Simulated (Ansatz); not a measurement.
C3H6OS can be A, `C/C(S)=C/O`, or B, `CCC(O)=S`.

Isolated molecules relaxed with PBE0-D4/def2-TZVP in Ansatz; ΔE leaves out vibrations. CCSD(T)/CBS is the MP2 limit (def2-TZVPP, def2-QZVPP) plus CCSD(T) − MP2 in def2-TZVPP, frozen cores. DFT in def2-TZVPP. One conformer a species, not always the lowest.

Q: Which isomer does CCSD(T)/CBS put lower? Give the gap. (An estimate is asked.)

A: The calculation gave: B, by 8.9 kcal/mol.

Q: Give E(B) − E(A) in kcal/mol with CCSD/def2-TZVPP, B2PLYP, PBE0-D4, r2SCAN-D4, CCSD(T)/def2-TZVPP, MP2/def2-TZVPP, PBE-D4. (Best estimate.)

A: Ansatz gave: CCSD/def2-TZVPP -9.1, B2PLYP -9.9, PBE0-D4 -9.1, r2SCAN-D4 -10.1, CCSD(T)/def2-TZVPP -9.8, MP2/def2-TZVPP -10.2, PBE-D4 -9.4. None reverses the order clearly.

Largest T1 diagnostic: 0.015.
